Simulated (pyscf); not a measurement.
Elementary routes open to H₂N–SiH(Cl)–Cl + hydrogen chloride (HCl) in the gas phase (singlet surface):
A. H₂N–Si(Cl)(Cl)–Cl + hydrogen (H₂) (H–Si, Cl–H broken; Cl–Si, H–H formed)
B. trichlorosilane (Cl–SiH(Cl)–Cl) + ammonia (NH₃) (Cl–H, N–Si broken; Cl–Si, H–N formed)

Single points on ωB97X-D3(BJ)/def2-SVP structures (PySCF, gas phase).

Question: Rank the routes by free-energy barrier at 1200 K, lowest first, for ωB97M-D3(BJ)/def2-TZVP energies (ideal gas, 1 atm, RRHO with modes under 100 cm⁻¹ raised to 100, one conformer, R ln 2 for chiral ones without a mode under 150 cm⁻¹).

Answer: B (52.5 kcal/mol), A (77.8 kcal/mol)

Route B is the fastest of these, ahead of the next by 25.3 kcal/mol. The most stable products are those of A (ΔG = -15.1 kcal/mol), whose barrier is 25.3 kcal/mol higher: the kinetic and the thermodynamic product differ. At 298 K B is still the fastest. B: On the reactant side the descent ends in a complex, 5.4 kcal/mol under the separated species and 10.6 kcal/mol under the saddle at ωB97X-D3(BJ)/def2-TZVP. On the product side the descent ends in an adduct with a N–Si contact (not fully relaxed), 5.9 kcal/mol under the separated species and 19.5 kcal/mol under the saddle at ωB97X-D3(BJ)/def2-TZVP. Only these routes are compared; each barrier is that of the saddle found, and lower ones may exist.
